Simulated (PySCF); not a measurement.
# C3: the cost of one run

Programs: PySCF 2.14.0, with density-fitted response routines of our own. Each step states its level of theory. These are calculated values for one molecule in the gas phase, unless marked as measured. Atoms count from 0, in the outputs and in this text.

## (1) Starting geometry

3 atoms, charge 0, multiplicity 1; geometry from: GFN2-xTB.

Bonds of the start (Å): C0–C1 1.29, C1–C2 1.29.

## (2) Optimising the geometry at PBE0-D3(BJ)/def2-TZVP

Job settings and geometry (Å):

```
{"job": {"xc": "PBE0", "basis": "def2-TZVP", "d3": "d3bj", "grid": 2, "kind": "geom"}, "charge": 0, "multiplicity": 1}
C      0.000000     0.000000    -1.287920
C      0.000000     0.000000     0.000010
C      0.000000     0.000000     1.287910
```

**Question.** How long does this first job take on 2 threads of Intel Xeon at 2.50GHz (Skylake/Cascade Lake), shared host?

About 9 s.
